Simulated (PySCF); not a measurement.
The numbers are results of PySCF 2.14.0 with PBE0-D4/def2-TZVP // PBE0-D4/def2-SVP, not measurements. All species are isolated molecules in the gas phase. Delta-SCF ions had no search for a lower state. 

Reference species (SMILES): `N` (neutral, multiplicity 1).

```yaml
dipole_moment: 1.79 D
HOMO: -7.69 eV
vertical ionisation energy (Delta-SCF): 10.87 eV
```

After one change: the dipole moment falls by 0.14 D; the HOMO drops by 0.19 eV; the vertical ionisation energy (Delta-SCF) falls by 0.09 eV.

### Question
What was changed between the two runs? The new species is one of these.
A) `S`
B) `CO`
C) `[C-]#[O+]`
D) `CSC`

### Answer
B, `CO`
